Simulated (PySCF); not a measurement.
Working out the ionisation energy of F

F [He] 2s2 2p5 (2P) → F+ [He] 2s2 2p4 (3P). Computed with PySCF 2.14 in def2-TZVP, with no relativity, point nucleus. Frozen: 1s2. Energies in hartree (1 hartree = 27.21139 eV):

| part | F (lower) | F+ (upper) |
| --- | --- | --- |
| UHF | -99.411799 | -98.836473 |
| CCSD correlation | -0.209824 | -0.156517 |
| (T) | -0.003434 | -0.001903 |

Q: What does Hartree-Fock give?

A: (-98.836473) − (-99.411799) = 0.575326 hartree = 15.655 eV.

Q: What do CCSD and CCSD(T) give?

A: The CCSD correlation energies differ by 0.053307 hartree = 1.451 eV and the triples by 0.001531 hartree = 0.042 eV, so CCSD gives 17.106 eV and CCSD(T) 17.148 eV.

Measured between the centres of the two terms (NIST): 17.427 eV, so CCSD(T) (valence) is off by -0.279 eV.

What remains against the reference includes basis incompleteness, the frozen core and higher excitations.
